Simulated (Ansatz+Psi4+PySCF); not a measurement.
**triplet C₄: levels of theory in one basis**

```xyz
4

C     0.0206   -0.0178   -1.9374
C     0.0081   -0.0175   -0.6220
C    -0.0245    0.0115    0.6320
C     0.0098   -0.0229    1.9332
```

Basis set: cc-pVTZ (spherical functions). Left uncorrelated: 4 orbitals. Correlation on ROHF uses semicanonical orbitals with singles. Charge 0, multiplicity 3.

Computed with Ansatz (development build ahead of 0.2.0) and Psi4 1.11; each method stands on the lowest determinant of its kind that the runs found.

```csv
method,E − E(ROHF) (eV),<S²> of the determinant
ROHF,0.00,2.00
UHF,-0.74,2.23
ROHF-MP2,-14.17,–
ROHF-CCSD,-14.87,–
UHF-CCSD,-14.95,2.23
ROHF-CCSD(T),-15.87,–
UHF-CCSD(T),-15.86,2.23
```

(1) What does UHF-MP2 give on the same scale?

Answers

(1) -13.96 eV.

Caution for ROHF, ROHF-MP2, ROHF-CCSD, ROHF-CCSD(T): an unrestricted determinant lies well below. Caution for UHF, UHF-MP2, UHF-CCSD, UHF-CCSD(T): the unrestricted determinant is spin contaminated. Caution for ROHF-MP2, ROHF-CCSD, ROHF-CCSD(T): large amplitudes, a single reference is doubtful. Caution for ROHF-MP2: another reference gives a lower total. Caution for UHF-MP2, UHF-CCSD, UHF-CCSD(T): large share of triples, a single reference is doubtful.
